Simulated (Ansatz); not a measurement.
Species: isobutene, C$_{4}$H$_{8}$, net charge 0, singlet state. SMILES: CC(=C)C
Geometry: optimised at B3LYP-D3(BJ)/def2-TZVP (Ansatz, an electronic-structure program).

Computed values are from Ansatz. Valence correlation only, unless marked. Open shells are spin-unrestricted. Spin-orbit coupling is left out. No relativistic terms. CBS(X,Y): correlation extrapolated as X^-3; Hartree-Fock from the larger set. [CCSD(T)-MP2]/basis is that difference in the basis named.

Task: What is the atomisation energy De at RI-MP2/CBS(cc-pVTZ,cc-pVQZ)+[CCSD(T)-MP2]/cc-pVTZ?

Result: 1157.6 kcal/mol.

Task: What is the dipole moment at CCSD(T)/aug-cc-pVDZ?

Result: 0.48 D.

Task: What is the T1 diagnostic at CCSD/cc-pVTZ?

Result: 0.010.

Task: What is the total energy at RI-MP2/CBS(cc-pVTZ,cc-pVQZ)+[CCSD(T)-MP2]/cc-pVTZ?

Result: -157.0097 Eh.
